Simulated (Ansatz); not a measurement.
Results of PBE-D4 in Ansatz (plane waves, PAW) for chalcopyrite ZnGeP₂.

Numerical settings: plane-wave cutoff 520 eV, 10×10×10 k mesh, Fermi–Dirac smearing 0.01 eV, scalar-relativistic PAW data made under PBE.

Equation-of-state points:

```json
[
 {"V (Å³/atom)": "18.980", "E − E_lowest (meV/atom)": "8.78"},
 {"V (Å³/atom)": "19.375", "E − E_lowest (meV/atom)": "2.11"},
 {"V (Å³/atom)": "19.771", "E − E_lowest (meV/atom)": "0.00"},
 {"V (Å³/atom)": "20.166", "E − E_lowest (meV/atom)": "1.96"},
 {"V (Å³/atom)": "20.561", "E − E_lowest (meV/atom)": "7.57"}
]
```

Question: What bulk modulus B0 and pressure derivative B′ does a third-order Birch–Murnaghan fit give?

Answer: V0 = 19.770 Å³/atom, B0 = 82.5 GPa, B′ = 4.6 (fit to the energies at full precision).

Shape and atoms are relaxed at each volume.

Measured, for comparison: bulk modulus 79 GPa (room temperature, no zero-point or thermal correction; as tabulated in Isothermal phase behavior of Ag3SbS3, ZnGeP2, and ZnS (abstract)). Computed (rounded) less measured: bulk modulus +4 %. A static lattice is as a rule a little smaller and stiffer than an uncorrected measurement, which narrows the difference in the bulk modulus and would widen misses of the other sign.

Note: the bulk modulus comes from volumes at which shape and atoms were relaxed.

Ansatz is a program for electronic structure.
